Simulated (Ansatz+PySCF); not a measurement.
## singlet LiH: levels of theory in one basis

```csv
atom,x (Å),y (Å),z (Å)
Li,0.0000,0.0000,-0.5393
H,0.0000,0.0000,1.6178
```

Basis set: 6-31G (spherical functions). All electrons are correlated. Charge 0, multiplicity 1.

Computed with Ansatz (development build ahead of 0.2.0); each method stands on the lowest determinant of its kind that the runs found.

```csv
method,E − E(RHF) (eV),<S²> of the determinant
RHF,0.00,0.00
RHF-CCSD,-0.67,–
RHF-CCSD(T),-0.67,–
full CI (lowest root of this spin),-0.67,–
```

What does RHF-MP2 give on the same scale?

-0.40 eV.

At such a shape the full CI root can have another spatial symmetry than the determinants, so the rows needn't describe one state.

Is a single determinant a sound starting point here?

Only with care. Unrestricted orbitals gain 0.00 eV and <S²> is 0.00 against 0.00 for a pure state, but bonds are stretched.

Caution for RHF-MP2, RHF-CCSD, RHF-CCSD(T): bonds are stretched, where a single reference can fail.
